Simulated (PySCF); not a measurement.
Basis set benchmark on one molecule

Molecule: `C1=CCC=CC1`, C$_{6}$H$_{8}$.

Bonds (- single, = double, # triple, : aromatic): C1=C2 1.336 Å, C2-C3 1.498 Å, C3-C4 1.498 Å, C4=C5 1.336 Å, C5-C6 1.498 Å, C6-C1 1.498 Å. C1 carries H7; C2 carries H8; C3 carries H9, H10; C4 carries H11; C5 carries H12; C6 carries H13, H14.

Geometry PBE0-D3(BJ)/def2-SVP throughout; GIAO in PySCF, gas phase, one conformer, non-relativistic; equivalent atoms averaged; functional PBE0.

Reference values (measured; solution, not stated in the table (CDCl3 in this author's series); The use of chemical shift calculations in the conformational analysis of substituted benzenes, New J. Chem. 2019 (ESI)): δ(H7/H8/H11/H12) = 5.70 ppm, δ(H9/H10/H13/H14) = 2.67 ppm. Computed shifts are taken against TMS, calculated as an isolated molecule at each level.

Task: How do the basis sets STO-3G, 6-31G, pcSseg-0, 6-31G*, def2-SVP, cc-pVDZ, pcSseg-1, 6-311+G(2d,p), aug-cc-pVDZ, def2-TZVP, IGLO-III, cc-pVTZ, pcSseg-2 perform against the reference? Times are CPU seconds on shared hosts with different chips, so compare them loosely.

Result: 
```
    basis set  functions  H7/H8/H11/H12  H9/H10/H13/H14  mean abs. error H  core-s
       STO-3G         38           5.43            1.82               0.56     6.1
        6-31G         70           5.95            2.75               0.17     8.6
     pcSseg-0         70           5.65            2.58               0.07     4.4
       6-31G*        100           5.65            2.58               0.07      12
     def2-SVP        124           5.53            2.51               0.17      15
      cc-pVDZ        124           5.65            2.67               0.02     9.1
     pcSseg-1        142           5.80            2.75               0.09      13
6-311+G(2d,p)        210           5.95            2.89               0.24      34
  aug-cc-pVDZ        210           6.00            2.92               0.27      22
    def2-TZVP        234           5.94            2.86               0.22      40
     IGLO-III        290           5.93            2.90               0.23      34
      cc-pVTZ        292           5.90            2.82               0.18      36
     pcSseg-2        328           5.97            2.86               0.23      46
```

For $^{1}$H the closest is cc-pVDZ (0.02 ppm) and the furthest STO-3G (0.56 ppm). Where a smaller basis beats a larger one, errors probably cancel; the largest sets show where the functional converges. One molecule is a small sample, and vibrational and solvent effects are absent from the calculation.

A small basis that lands close on one nucleus may do so by chance; judge by the trend and by all nuclei.
